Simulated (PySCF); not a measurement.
ethanethiol (C2H6S), SMILES CCS.

Coordinates come from a ωB97X-D3(BJ)/def2-TZVP optimisation. Other conformers were not sampled.

Two levels are set side by side: PBE/def2-TZVPD (PySCF) and r2SCAN/def2-TZVPD (PySCF). Same geometry, gas phase. Differences are taken from unrounded values.

```
quantity                       PBE
---------------------------  -----
orbital gap (eV)              4.87
highest occupied level (eV)  -5.57
lowest empty level (eV)      -0.70
dipole moment (D)             1.66
mean polarisability (bohr³)   51.2
```

Task: These are the PBE values. What does r2SCAN give? (An estimate is asked for; the answer gives what the named calculation found.)

Result: 
| quantity | r2SCAN | PBE minus r2SCAN |
|---|---|---|
| orbital gap (eV) | 5.60 | -0.72 |
| highest occupied level (eV) | -5.80 | 0.23 |
| lowest empty level (eV) | -0.21 | -0.49 |
| dipole moment (D) | 1.72 | -0.06 |
| mean polarisability (bohr³) | 49.7 | 1.5 |

Rough cost on one machine, each run with all the roots and properties that it gave: r2SCAN against PBE about 4 times.
